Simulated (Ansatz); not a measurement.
# PH2+ (triplet): the correlation ladder, cc-pVDZ

How much of the correlation energy of PH2+ (triplet) does each wave-function method recover here?

The runs use Ansatz 0.2.0, Gaussian basis; cc-pVDZ, core rule «outside noble gas», up to 5 orbitals frozen.

Plan: UHF; CCSD(T) on ROHF; CCSD(T) on UHF; BCCD(T) on ROHF; CISD; CCSDT(Q) on ROHF; CCSDT(Q) on UHF; CISDTQ; CCSDTQ on ROHF; CASSCF and MRCISD+Q, 6 electrons in 6 orbitals; CASSCF and NEVPT4(SD), 6 electrons in 6 orbitals; CASSCF and NEVPT2, 6 electrons in 6 orbitals; Full CI.

13 further runs of the same task are left out: 4 that didn't finish, 9 set aside as unsound or not needed.

## 1. The geometry

The geometry is a PBE0/def2-TZVP stationary point (not a proven minimum) of the parent state, kept for this charge and spin.

3 atoms, charge 1, spin multiplicity 3.

Atoms are counted from 1 here; the program's logs count them from 0.

Bond lengths: P1–H2 1.429 Å, P1–H3 1.429 Å. Angles: H2–P1–H3 91.7°.

## 2. UHF

Contents of in.yaml:

```yaml
crystal:
  periodic: [false, false, false]
  atoms:
    - {symbol: P, position_ang: [0.000000, -0.060825, 0.000000]}
    - {symbol: H, position_ang: [0.000000, 0.934570, -1.025556]}
    - {symbol: H, position_ang: [0.000000, 0.934568, 1.025558]}
basis:
  gaussian: {orbitals: cc-pVDZ}
total_charge: 1
magnetization: {spin_polarized: true, initial_magnetization: 2}
hamiltonian: {xc: hf}
output: {orbitals: {seedname: orbitals}}
```

The run is started by

```
$ ansatz run in.yaml --threads 1 --pin off --events-out ev --progress --plain --max-ram 2393MiB
```

After this run come: CCSD(T) on ROHF; CCSD(T) on UHF; BCCD(T) on ROHF; CISD; CCSDT(Q) on ROHF; CCSDT(Q) on UHF; CISDTQ; CCSDTQ on ROHF; CASSCF and MRCISD+Q, 6 electrons in 6 orbitals; CASSCF and NEVPT4(SD), 6 electrons in 6 orbitals; CASSCF and NEVPT2, 6 electrons in 6 orbitals; Full CI.

Q: Predict the results of all the runs planned. Wanted: FCI below the RHF energy; RMP2 from FCI; UMP2 from FCI; RCCSD from FCI; RCCSD(T) from FCI; UCCSD(T) from FCI; RCCSDT(Q) from FCI; UCCSDT(Q) from FCI; NEVPT2 valence from FCI.

The runs gave:

| quantity | value |
| --- | --- |
| FCI below the RHF energy | -3.0067 eV |
| RMP2 from FCI | +69.4 kJ/mol |
| UMP2 from FCI | +69.2 kJ/mol |
| RCCSD from FCI | +8.0 kJ/mol |
| RCCSD(T) from FCI | +1.9 kJ/mol |
| UCCSD(T) from FCI | +1.9 kJ/mol |
| RCCSDT(Q) from FCI | 0.0 kJ/mol |
| UCCSDT(Q) from FCI | 0.0 kJ/mol |
| NEVPT2 valence from FCI | +53.4 kJ/mol |
| NEVPT4(SD) valence from FCI | +6.8 kJ/mol |
| MRCISD+Q valence from FCI | +0.4 kJ/mol |
| levels within 1 kcal/mol (43 meV) | RCCSD(T), UCCSD(T), BCCD(T), RCCSDT, UCCSDT, CISDTQ, RCCSDT(Q), UCCSDT(Q), RCCSDTQ, MRCISD+Q valence |
| T1 diagnostic | 0.020 |
| effectively unpaired electrons | 2.03 |

In words: RCCSD(T) lands +1.9 kJ/mol from the yardstick (0.7 % of the correlation energy). One determinant dominates. Of the multireference levels listed MRCISD+Q valence comes nearest in total energy (+0.4 kJ/mol), which doesn't show that its space is the better one. These misses are within one basis, not against nature; the frozen cores of restricted and unrestricted runs differ, which can shift their rows.
